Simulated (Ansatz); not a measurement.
`N=C1OCO1`, relaxed with RKS PBE0-D4/def2-TZVP in the Gaussian-basis code of Ansatz from a PBE-D4/def2-SVP geometry. The force threshold is 0.005 eV/Å; the program also tests the step.

Total charge 0; spin multiplicity 1.

Start:

```xyz
8

N    -1.806   -0.442    0.741
C    -0.668   -0.199    0.277
O     0.338   -1.082   -0.056
C     1.105    0.065   -0.439
O     0.033    0.948   -0.081
H    -2.354    0.413    0.895
H     1.339    0.088   -1.525
H     2.012    0.209    0.188
```

Q: How much energy does the relaxation release, and in how many steps? (An estimate is asked.)

A: Ansatz gave: 0.04 eV, in 5 steps.

Q: Which bonds change most? (Best estimate.)

A: Ansatz gave: C4–H8 from 1.112 to 1.092 Å; C4–H7 from 1.112 to 1.092 Å; C2–O5 from 1.392 to 1.373 Å; C2–O3 from 1.379 to 1.363 Å.

Q: Give the relaxed structure. (Estimate.)

A: Computed: 
```xyz
8

N    -1.786   -0.435    0.733
C    -0.661   -0.199    0.274
O     0.334   -1.070   -0.055
C     1.100    0.066   -0.437
O     0.030    0.934   -0.078
H    -2.326    0.409    0.885
H     1.322    0.087   -1.506
H     1.986    0.207    0.185
```
